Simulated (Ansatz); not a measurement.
System: C2H5N, charge 0, singlet. C2H5N (SMILES C1CN1).
B3LYP-D3(BJ)/def2-TZVP minimum from Ansatz (a quantum-chemistry and plane-wave program):
```
C
H 1 1.0830
H 1 1.0841 2 114.71
N 1 1.4686 2 114.80 3 142.73
H 4 1.0144 1 110.39 2 -146.03
C 4 1.4686 5 110.39 1 65.01
H 6 1.0830 4 114.80 5 146.03
H 6 1.0841 7 114.71 4 142.73
```
Charge 0, spin multiplicity 1.

Total energies in cc-pVDZ, 18 correlated electrons, 3 frozen orbitals. Radicals and triplets start from unrestricted determinants; spin-orbit coupling is neglected. Cores are frozen in correlated methods. No relativity.

```
method    program  energy (Eh)  minus CCSDT(Q) (mEh)
--------  -------  -----------  --------------------
HF         Ansatz   -133.05058                497.58
MP2        Ansatz   -133.49897                 49.19
CCSD       Ansatz   -133.53182                 16.34
CCSD(T)    Ansatz   -133.54656                  1.60
CCSDT(Q)   Ansatz   -133.54816                  0.00
```

Rough core times of Ansatz's runs on a shared machine: CCSD(T) under 20 s, CCSDT(Q) 3 min.
